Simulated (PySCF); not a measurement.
`CCP(C)(C)=S` in a uniform electric field

C₄H₁₁PS.
Geometry (GFN2-xTB, Å), atoms numbered from 1 in this order:
```xyz
17
C4H11PS angstrom
C      2.0821   -0.8049    0.0088
C      1.0475    0.0864    0.6777
P     -0.3433    0.4600   -0.4865
C     -1.2830   -1.1141   -0.6259
C     -1.4519    1.5343    0.5121
S      0.1959    1.2206   -2.1870
H      1.6806   -1.8005   -0.1718
H      2.9700   -0.8998    0.6306
H      2.3714   -0.3731   -0.9489
H      1.4928    1.0516    0.9379
H      0.6505   -0.3695    1.5872
H     -0.7094   -1.8076   -1.2381
H     -2.2215   -0.8990   -1.1354
H     -1.4805   -1.5497    0.3507
H     -1.7396    1.0560    1.4454
H     -0.9313    2.4688    0.7169
H     -2.3374    1.7525   -0.0838
```

Level: CAM-B3LYP/def2-SVPD (PySCF); nuclei fixed, core orbitals frozen in the response. Permanent dipole (-1.215, -2.013, 4.337) D (1 au = 2.5417 D). Static polarisability (au):

```
x   95.65 -2.35 -2.37
y   -2.35 92.67 -5.45
z   -2.37 -5.45 99.28
```

Only the terms in μ and α are kept: μ(F) = μ + αF and ΔE = −μ·F − ½ F·αF.

Q: A field of 0.003 au (0.154 V/Å) is applied along each axis in both senses. Find the induced dipole, the size of the total dipole and the two energy terms.

A: 
```
field along  induced x (D)  induced y (D)  induced z (D)  total size (D)  −μ·F (kJ/mol)  −½F·αF (kJ/mol)
         +x          0.729         -0.018         -0.018           4.797         +3.765           -1.130
         −x         -0.729          0.018          0.018           5.170         -3.765           -1.130
         +y         -0.018          0.707         -0.042           4.656         +6.238           -1.095
         −y          0.018         -0.707          0.042           5.292         -6.238           -1.095
         +z         -0.018         -0.042          0.757           5.629        -13.440           -1.173
         −z          0.018          0.042         -0.757           4.259        +13.440           -1.173
```

Q: For the field (-0.0021, -0.0030, 0.0027) au, what is the induced dipole, and what angle does it make with the field?

A: αF = (-0.509, -0.731, 0.736) D, at 3.1° to the field. The polarisability along this direction, F·αF/F², is 99.77 au, against a mean of 95.87 au.

Q: Which field along μ doubles the dipole in that direction (linear response)?

A: The polarisability along the dipole is 102.42 au, so F = 1.9409 au / 102.42 au = 0.0190 au = 0.97 V/Å; higher-order terms are ignored.

Q: What field makes μF equal to kT at 100 K?

A: kT = 0.3167 × 10⁻³ Eh, so F = 0.000163 au = 0.839 MV/cm.

Q: Induction energy −ᾱe²/2R⁴ of a unit charge at 6 Å, the molecule taken as a point?

A: R = 11.34 bohr, so the energy is −95.9/(2 × 11.34⁴) Eh = -7.61 kJ/mol. The charge–dipole term at its most favourable orientation, −μe/R², is -39.6 kJ/mol.

Isolated species at its GFN2-xTB geometry (one conformer only).
